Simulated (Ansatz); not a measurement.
# C4H12N2: one species, many methods

How much do the methods differ for C4H12N2? The plan is to run it at one geometry with functionals of several rungs and with coupled cluster, and see how far each lands from CCSD(T) at the basis-set limit for the atomisation energy.

The runs use Ansatz 0.2.0, Gaussian basis; functionals in def2-TZVPP, the program's frozen cores in correlated methods.

Plan: LDA (SPW92), PBE-D4, revPBE-D4, BLYP-D4, r2SCAN-D4, B97M-V, PBE0-D4, B3LYP-D4, r2SCANh-D4, r2SCAN0-D4, HSE06-D4, BHLYP-D4, CAM-B3LYP-D4, LC-ωPBE, ωB97X-V, ωB97M-V, B2PLYP, PBE-QIDH; CCSD(T)/def2-SVP; CCSD(T)/def2-TZVPP; MP2/def2-QZVPP; extrapolation to the limit; RPA on PBE.

### 1 The relaxed structure

An earlier PBE0-D4 in a triple-zeta def2 set relaxation fixed the geometry.

18 atoms, charge 0, spin multiplicity 1.

Atoms are counted from 1 here; the program's logs count them from 0.

Bond lengths: C1–C2 1.521 Å, C1–H7 1.091 Å, C1–H8 1.094 Å, C1–H9 1.093 Å, C2–C3 1.526 Å, C2–N4 1.464 Å, C2–C5 1.539 Å, C3–H10 1.094 Å, C3–H11 1.094 Å, C3–H12 1.094 Å, N4–H13 1.014 Å, N4–H14 1.013 Å, C5–N6 1.446 Å, C5–H15 1.098 Å, C5–H16 1.094 Å, N6–H17 1.012 Å, N6–H18 1.015 Å. Angles: C2–C1–H7 110.8°, C2–C1–H8 110.7°, C2–C1–H9 110.9°, H7–C1–H8 107.8°, H7–C1–H9 108.8°, H8–C1–H9 107.7°, C1–C2–C3 109.9°, C1–C2–N4 107.8°, C1–C2–C5 110.9°, C3–C2–N4 112.6°, C3–C2–C5 108.7°, N4–C2–C5 106.8°, C2–C3–H10 111.6°, C2–C3–H11 110.8°, C2–C3–H12 110.7°, H10–C3–H11 107.9°, H10–C3–H12 107.8°, H11–C3–H12 108.0° and more.

### 2 LDA

This LDA is Slater exchange with PW92 correlation.

The input, in.yaml:

```yaml
crystal:
  periodic: [false, false, false]
  atoms:
    - {symbol: C, position_ang: [0.301690, -1.355719, 0.576741]}
    - {symbol: C, position_ang: [0.161281, -0.068478, -0.220336]}
    - {symbol: C, position_ang: [1.533302, 0.400611, -0.697363]}
    - {symbol: N, position_ang: [-0.762763, -0.324874, -1.326556]}
    - {symbol: C, position_ang: [-0.470097, 1.042708, 0.637631]}
    - {symbol: N, position_ang: [-1.791071, 0.780528, 1.163940]}
    - {symbol: H, position_ang: [-0.674136, -1.717164, 0.905936]}
    - {symbol: H, position_ang: [0.760835, -2.140270, -0.032224]}
    - {symbol: H, position_ang: [0.935035, -1.203660, 1.454037]}
    - {symbol: H, position_ang: [2.208384, 0.590396, 0.142365]}
    - {symbol: H, position_ang: [1.999015, -0.351678, -1.340144]}
    - {symbol: H, position_ang: [1.446107, 1.327937, -1.271866]}
    - {symbol: H, position_ang: [-0.762314, 0.458831, -1.970594]}
    - {symbol: H, position_ang: [-0.468425, -1.138144, -1.854436]}
    - {symbol: H, position_ang: [-0.518843, 1.947815, 0.017575]}
    - {symbol: H, position_ang: [0.203698, 1.279544, 1.466928]}
    - {symbol: H, position_ang: [-1.748731, 0.108620, 1.919296]}
    - {symbol: H, position_ang: [-2.352936, 0.363000, 0.429099]}
basis:
  gaussian: {orbitals: def2-TZVPP}
hamiltonian: {xc: lda}
output: {orbitals: {seedname: orbitals}}
```

The run is started by

```console
$ ansatz run in.yaml --threads 2 --pin off --events-out ev --progress --plain --max-ram 32768MiB --backend cuda --devices 0, --max-vram 18GiB
```

Further steps of the session: PBE-D4 (GGA); revPBE-D4 (GGA); BLYP-D4 (GGA); r2SCAN-D4 (meta-GGA); B97M-V (meta-GGA); PBE0-D4 (hybrid); B3LYP-D4 (hybrid); r2SCANh-D4 (hybrid); r2SCAN0-D4 (hybrid); HSE06-D4 (hybrid); BHLYP-D4 (hybrid); CAM-B3LYP-D4 (range-separated); LC-ωPBE (range-separated); ωB97X-V (range-separated); ωB97M-V (range-separated); B2PLYP (double hybrid); PBE-QIDH (double hybrid); CCSD(T) in def2-SVP; CCSD(T) in def2-TZVPP; MP2 in def2-QZVPP; RPA on PBE orbitals.

Before running them: what should the planned runs give, taken together? Wanted: atomisation energy, CCSD(T)/CBS; farthest beyond LDA; mean size of error, GGA; mean size of error, meta-GGA; mean size of error, hybrid; mean size of error, range-separated; mean size of error, double hybrid; gap, smallest and largest; T1 diagnostic.

The runs gave:

| quantity | value |
| --- | --- |
| atomisation energy, CCSD(T)/CBS | 1640.0 kcal/mol |
| functionals within 8.2 kcal/mol (0.5 %) | revPBE-D4, BLYP-D4, r2SCAN-D4, B97M-V, B3LYP-D4, LC-ωPBE, ωB97X-V, ωB97M-V |
| farthest beyond LDA | BHLYP-D4 (-40.6 kcal/mol) |
| mean size of error, GGA | 12.4 kcal/mol |
| mean size of error, meta-GGA | 1.8 kcal/mol |
| mean size of error, hybrid | 15.9 kcal/mol |
| mean size of error, range-separated | 6.3 kcal/mol |
| mean size of error, double hybrid | 12.6 kcal/mol |
| gap, smallest and largest | 4.98 eV (BLYP-D4), 12.21 eV (LC-ωPBE) |
| T1 diagnostic | 0.0091 |
| triples share of the correlation energy | 3.8 % |

**Reading.** The LDA atomisation energy is off by 235.7 kcal/mol (14 %): it overbinds. PBE-D4 misses by +34.5 kcal/mol. Double hybrids carry the basis error of their MP2 part in triple zeta, and no dispersion term here, so their miss is partly the set-up's. The rungs meta-GGA, range-separated miss on average by less than the doubt on the reference (8.2 kcal/mol), so they tie. Misses under about 8.2 kcal/mol are within the doubt on the reference itself, which lacks core-valence correlation, relativity and higher excitations. Hartree-Fock recovers 72 % of the binding; the rest is correlation. CCSD(T) in def2-SVP is off by -77.9 kcal/mol, so the small basis spoils what the method gains. Orbital gaps span 5.0 to 12.2 eV; exact exchange widens them.
